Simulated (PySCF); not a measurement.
Stepwise substitution at one centre (B F-SiH3). All species are isolated molecules in the gas phase. Strings in code marks are SMILES.

The numbers are results of PBE-D3(BJ)/def2-TZVP // B3LYP-D3(BJ)/def2-TZVP (PySCF 2.14.0), not measurements. All candidates: neutral, multiplicity 1. Excitations are Tamm–Dancoff values on a coarser integration grid. The basis has no diffuse functions, so Rydberg states are missing or too high.

```yaml
S1 excitation (TDA): 6.30 eV
LUMO: -2.14 eV
T1 excitation (TDA): 4.95 eV
```

Problem. Say which member has these values.
(A) `FB(F)[SiH3]`
(B) `[SiH3]B([SiH3])[SiH3]`
(C) `FB([SiH3])[SiH3]`
(D) `FB(F)F`

Solution. A, `FB(F)[SiH3]`. The others give `FB(F)F`: 9.70 eV, -0.39 eV, 9.44 eV; `[SiH3]B([SiH3])[SiH3]`: 3.05 eV, -4.06 eV, 2.35 eV; `FB([SiH3])[SiH3]`: 3.45 eV, -3.14 eV, 2.72 eV
